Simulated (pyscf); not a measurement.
Single points on ωB97X-D3(BJ)/def2-SVP structures (PySCF, gas phase).

Question: For the elementary gas-phase step `[SiH2]=[AsH]` + `[H][H]` → `[AsH3]` + `[SiH2]` [singlet] (singlet surface; As–Si, H–H broken, As–H, As–H formed), what barrier and reaction energy does PBE0-D3(BJ)/def2-TZVP give, measured from the separated reactants?

Answer: ΔE‡ = 1.86 eV, ΔE = +1.35 eV. ωB97M-D3(BJ)/def2-TZVP gives 1.92 eV and +1.09 eV. Zero-point energy shifts the barrier by +0.06 eV. It is a concerted two-bond exchange, with an imaginary mode of 872i cm⁻¹. On the product side the descent ends in an adduct with a As–Si contact, 0.50 eV under the separated species and 1.13 eV under the saddle at ωB97X-D3(BJ)/def2-TZVP. What is counted as broken (As–Si) persists as a longer contact in the product adduct; parting that adduct is a step of its own. At ωB97X-D3(BJ)/def2-TZVP the barrier from the zero used here is 2.03 eV. The same reactants have a lower exit, to H₃Si–AsH₂ (barrier +1.19 eV at ωB97M-D3(BJ)/def2-TZVP, against +1.92 eV here). This is the saddle that the search found; another between the same sides may lie lower. Elements up to Kr have no core potential and no relativistic terms here.
